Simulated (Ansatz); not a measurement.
**C₂F₃N: small, medium and large basis sets**

How large a basis does C₂F₃N need? Two functionals are run in growing sets.

Program: Ansatz 0.2.0, Gaussian basis. Level of theory: one geometry, several basis sets. These are calculated values, not measurements.

Levels to be run: PBE0-D4/def2-SVP; ωB97M-V/def2-SVP; PBE0-D4/def2-QZVPP; ωB97M-V/def2-QZVPP; the functionals' def2-TZVPP values are taken from earlier runs.

## Step 1: Structure used throughout

An earlier PBE0-D4 in a triple-zeta def2 set relaxation fixed the geometry.

SMILES `[C-]#[N+]C(F)(F)F`, 6 atoms, charge 0, spin multiplicity 1.

Atoms are counted from 1 here; the program's logs count them from 0.

Bond lengths: C1–N2 1.169 Å, N2–C3 1.402 Å, C3–F4 1.323 Å, C3–F5 1.323 Å, C3–F6 1.323 Å. Angles: C1–N2–C3 180.0°, N2–C3–F4 110.1°, N2–C3–F5 110.1°, N2–C3–F6 110.1°, F4–C3–F5 108.8°, F4–C3–F6 108.8°, F5–C3–F6 108.8°.

Coordinates:

```mol
C2F3N
  3D, bonds by distance, orders not assigned

  6  5  0  0  0  0  0  0  0  0999 V2000
    0.8480   -1.7385    0.9061 C   0  0
    0.3839   -0.7868    0.4102 N   0  0
   -0.1726    0.3539   -0.1845 C   0  0
   -1.2912    0.0371   -0.8165 F   0  0
    0.6778    0.8734   -1.0550 F   0  0
   -0.4459    1.2608    0.7396 F   0  0
  1  2  8  0
  2  3  8  0
  3  4  8  0
  3  5  8  0
  3  6  8  0
M  END
```

## Step 2: PBE0-D4 in def2-SVP

The input, in.yaml:

```yaml
crystal:
  periodic: [false, false, false]
  atoms:
    - {symbol: C, position_ang: [0.847952, -1.738453, 0.906119]}
    - {symbol: N, position_ang: [0.383901, -0.786821, 0.410215]}
    - {symbol: C, position_ang: [-0.172632, 0.353924, -0.184473]}
    - {symbol: F, position_ang: [-1.291211, 0.037132, -0.816485]}
    - {symbol: F, position_ang: [0.677842, 0.873430, -1.055003]}
    - {symbol: F, position_ang: [-0.445853, 1.260787, 0.739628]}
basis:
  gaussian: {orbitals: def2-SVP}
hamiltonian: {xc: pbe0, dispersion: d4}
output: {orbitals: {seedname: orbitals}}
```

Started as:

```
> ansatz run in.yaml --threads 4 --pin off --events-out ev --progress --plain --max-ram 10444MiB
```

Further steps of the session: ωB97M-V in def2-SVP; PBE0-D4 in def2-QZVPP; ωB97M-V in def2-QZVPP.

Q: Predict the results of all the runs planned. Wanted: PBE0-D4: double and triple zeta above quadruple; ωB97M-V: double and triple zeta above quadruple.

As calculated:

| quantity | value |
| --- | --- |
| PBE0-D4: double and triple zeta above quadruple | 14.44, 0.58 eV |
| ωB97M-V: double and triple zeta above quadruple | 14.70, 0.53 eV |

In words: For PBE0-D4 the step from double to triple zeta gains 13.87 eV and the next only 0.58 eV. These are total energies; as a rule much of such shifts cancels in differences, which this series doesn't test.
